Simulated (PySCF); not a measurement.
# C2H6Si: the cost of one run

The runs use PySCF 2.14.0, with density-fitted response routines of our own; the level of theory stands in each step. All values are computed, except where a source is named. Atoms are numbered from 0 throughout.

**1. The molecule as given**

9 atoms, charge 0, multiplicity 1; geometry from: GFN2-xTB. The atoms were then displaced at random by about 0.01 Å, so the start is not that level's minimum.

Bonds of the start (Å): C0–C1 1.52, C1–Si2 1.87, Si2–C0 1.84, C0–H3 1.07, C0–H4 1.11, C1–H5 1.08, C1–H6 1.07, Si2–H7 1.47, Si2–H8 1.44.

**2. Relaxing the molecule at PBE0-D3(BJ)/def2-SVP**

Job settings and geometry (Å):

```
{"job": {"xc": "PBE0", "basis": "def2-SVP", "d3": "d3bj", "grid": 1, "shake": 0.01, "kind": "geom"}, "charge": 0, "multiplicity": 1}
C     -0.597730     0.675130     0.198570
C     -0.515040    -0.745660    -0.322340
Si     1.123100     0.041310     0.110160
H     -1.079700     0.827000     1.143990
H     -0.961440     1.426710    -0.534430
H     -0.785840    -0.889930    -1.357360
H     -0.928070    -1.505330     0.315940
H      1.802070    -0.344380     1.354090
H      2.000450     0.498000    -0.942350
```

The run is started by

```
OMP_NUM_THREADS=1 python probes_run.py task.json out
```

The driver reads the jobs from task.json and runs them one after another.

**Question.** How long does this first job take on 1 thread of Arm Neoverse N1, shared host?

About 13 s.
